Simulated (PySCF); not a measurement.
A geometry optimisation on triphosphine, `PPP`.

Computed with PBE0-D3(BJ)/def2-SVP geometry optimisation, gas phase (PySCF 2.14.0). Start geometry: GFN2-xTB. The command runs a driver script over a list of jobs; the input below is this job's line of settings and its coordinates in Å.

Command:
```bash
OMP_NUM_THREADS=1 python probes_run.py task.json out
```

Input:
```
{"job": {"xc": "PBE0", "basis": "def2-SVP", "d3": "d3bj", "grid": 1, "shake": 0.01, "kind": "geom"}, "charge": 0, "multiplicity": 1}
P      1.676580     0.007180    -0.520960
P     -0.023600    -0.313070     0.808420
P     -1.604010    -0.171480    -0.692050
H      1.623330     1.422240    -0.391480
H      2.587120    -0.082620     0.491750
H      0.069340    -1.695970     0.709590
H     -1.697470     1.212180    -0.545830
H     -2.576160    -0.397600     0.243570
```

Output:
```
step   0  E = -1026.34122312  max force = 0.032618
step   1  E = -1026.34773746  max force = 0.005921
step   2  E = -1026.34814005  max force = 0.001279
step   3  E = -1026.34816684  max force = 0.000469
step   4  E = -1026.34817056  max force = 0.000167
optimisation converged
```

Energies in Eh; «max force» is the largest Cartesian gradient component in Eh/bohr.

Task: How much energy does the optimisation release, in eV?

Result: E(step 0) − E(last step) = 0.006947 Eh, which is 0.189 eV.

Task: Give the first gradient maximum in eV/Å.

Result: With 1 Eh/bohr = 51.422 eV/Å, 1.677 eV/Å.

Main results: final energy -1026.34817 Eh after 4 steps; dipole 0.81 D.

On one thread, Arm Neoverse V1 (aarch64), no GPU, shared host, this took 9.4 s and 0.34 GiB of memory at its peak.
Labels such as C1 count atoms from 1, the log's own numbers from 0.
